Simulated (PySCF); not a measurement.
Compound: FH2P.
Geometry (PBE0-D3(BJ)/def2-SVP, Å), atoms numbered from 1 in this order:
```xyz
4
FH2P angstrom
F      0.7380   -1.2124   -0.0418
P      0.2829    0.2804    0.4119
H     -1.1308    0.0442    0.4921
H      0.1462    0.8556   -0.8962
```

Computed with PySCF at PBE0/pcSseg-1 and PBE0/def2-SVPD, non-relativistic, on one gas-phase PBE0-D3(BJ)/def2-SVP geometry that isn't relaxed in the solvent. The solvent is an IEF-PCM continuum (cavity from Bondi-type radii × 1.2). Specific hydrogen bonds and non-electrostatic terms are outside this model.

Gas phase at PBE0/pcSseg-1: HOMO -7.86 eV, LUMO -0.50 eV, dipole 1.71 D.

Problem. What does the continuum do to the energy, the frontier levels and the dipole at PBE0/pcSseg-1 in acetone and water?

Solution. 
| solvent | ε | E(solvent) − E(gas) (kcal/mol) | polarisation term (kcal/mol) | distortion of the solute (kcal/mol) | HOMO (eV) | LUMO (eV) | dipole (D) |
| --- | --- | --- | --- | --- | --- | --- | --- |
| acetone | 20.49 | -2.70 | -3.11 | 0.41 | -7.66 | -0.24 | 2.13 |
| water | 78.36 | -2.87 | -3.33 | 0.46 | -7.65 | -0.22 | 2.15 |

Polarisation term: ½ Σ q·V over the induced surface charges. Distortion: the rise of the solute's own energy as its density leaves the gas-phase optimum. From acetone to water the lowering changes by a factor 1.06, Onsager's factor (ε − 1)/(2ε + 1) by 1.06 and ε itself by 3.8.

Problem. Which radius a makes the point-dipole formula ΔE = −[(ε − 1)/(2ε + 1)]·μ²/a³ give the value in water, with the gas-phase dipole?

Solution. μ = 0.672 au and |ΔE| = 0.00457 Eh give a = 1.93 Å; the farthest nucleus lies 1.41 Å from the centroid of the nuclei. The formula assumes a rigid point dipole at the centre of a sphere.

Problem. Give the dipole vector in the frame of the coordinates (D, pointing from negative to positive charge), gas and water.

Solution. Gas (-1.04, 1.35, -0.17), solvent (-1.36, 1.64, -0.29). Its length changes by +26 % and its direction by 3°.

Problem. Which IAO charges (PBE0/pcSseg-1) respond most in acetone (means over atoms taken as equivalent)?

Solution. 
| atoms | environment | gas (e) | solvent (e) | change |
| --- | --- | --- | --- | --- |
| F1 | phosphorus-bound fluorine | -0.492 | -0.510 | -0.018 |
| H3/H4 | P–H hydrogen | -0.030 | -0.014 | +0.016 |
| P2 | three-coordinate phosphorus | +0.553 | +0.537 | -0.016 |

Problem. Which Mayer bond orders change most in acetone?

Solution. 
| bond | length (Å) | gas | solvent | change |
| --- | --- | --- | --- | --- |
| F1–P2 | 1.625 | 0.854 | 0.825 | -0.029 |
| P2–H3 | 1.436 | 0.939 | 0.945 | +0.006 |
| P2–H4 | 1.435 | 0.939 | 0.945 | +0.006 |

Gas phase at PBE0/def2-SVPD: HOMO -7.92 eV, LUMO -0.79 eV, dipole 1.49 D.

Problem. What does the continuum do to the energy, the frontier levels and the dipole at PBE0/def2-SVPD in acetone?

Solution. 
```csv
solvent,ε,E(solvent) − E(gas) (kcal/mol),polarisation term (kcal/mol),distortion of the solute (kcal/mol),HOMO (eV),LUMO (eV),dipole (D)
acetone,20.49,-2.30,-2.72,0.42,-7.73,-0.53,1.94
```

Problem. How does the static polarisability (PBE0/def2-SVPD, frozen core, with the continuum's full static response) change?

Solution. 
```json
{"medium": "gas", "isotropic (au)": "28.2", "principal values (au)": "26.4, 28.7, 29.5", "⟨r²⟩ of the electrons (bohr²)": "114.6"}
{"medium": "acetone", "isotropic (au)": "37.5", "principal values (au)": "33.6, 38.9, 39.8", "⟨r²⟩ of the electrons (bohr²)": "114.5"}
```

The isotropic value in acetone is 1.33 times the gas-phase one; no cavity-field correction is applied. ⟨r²⟩ is taken about the centre of nuclear charge.
